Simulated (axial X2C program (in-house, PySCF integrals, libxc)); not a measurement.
## Testing model relations on BO⁻

A bond curve at the CCSD(T) level, two-component, was computed with an axial X2C code built on PySCF integrals (basis O dyall-av3z [7s6p3d2f], B dyall-av3z [8s7p3d2f] (cores contracted in-house)) for the state Ω = 0 (closed shell). Its fit gives Re = 1.2456 Å, ωe = 1690.9 cm⁻¹, ωexe = 10.4 cm⁻¹ and αe = 1.623e-02 cm⁻¹; the masses are 15.9949 and 11.0093 u. Two-component means X2C with spin–orbit coupling and atomic mean-field Coulomb and Gaunt terms.

Correlated methods: 10 electrons correlated (number of frozen shells: O 1 s; B 1 s), 206 virtual spin orbitals or spinors in MP2, 90 natural virtuals in coupled cluster.

Question: Find the reduced mass, Be and the force constant.

Answer: From the CCSD(T) values: μ = 6.5209 u. Be = 16.8576/(μ Re²) = 1.666 cm⁻¹. k = 5.8918×10⁻⁷ μ ωe² = 11 mdyn/Å.

Question: Estimate De from a Morse curve and compare with the computed well depth of 9.326 eV to O- + B.

Answer: De(Morse) = ωe²/(4ωexe) = 8.521 eV against 9.326 eV computed, a ratio of 0.91. For De the Morse form works well here.

Question: Give B0, the J = 1←0 line in GHz and the most populated J at 300 K (kT = 208.5 cm⁻¹).

Answer: B0 = Be − αe/2 = 1.658 cm⁻¹; 2B0 = 99.42 GHz; J(max) ≈ √(kT/2B0) − 1/2 = 7.4, so J = 7.

Question: A Morse curve ties αe to the other constants (Pekeris). How well does that hold?

Answer: αe(Morse) = 6Be²/ωe × (√(ωexe/Be) − 1) = 1.476e-02 cm⁻¹; the CCSD(T) curve gives 1.623e-02 cm⁻¹, a ratio of 0.91.

Question: Where do the fundamental and the first overtone lie?

Answer: ν(1←0) = ωe − 2ωexe = 1670.1 cm⁻¹; ν(2←0) = 2ωe − 6ωexe = 3319.4 cm⁻¹.

One determinant describes the state; a PBE0 search over occupations chose it and may have missed a lower one. Dissociation energies refer to the lowest single-determinant-based atoms at the same level and basis. CCSD and (T) use frozen natural virtuals with an MP2 correction for the truncation; (T) itself is uncorrected, so its De runs slightly low.
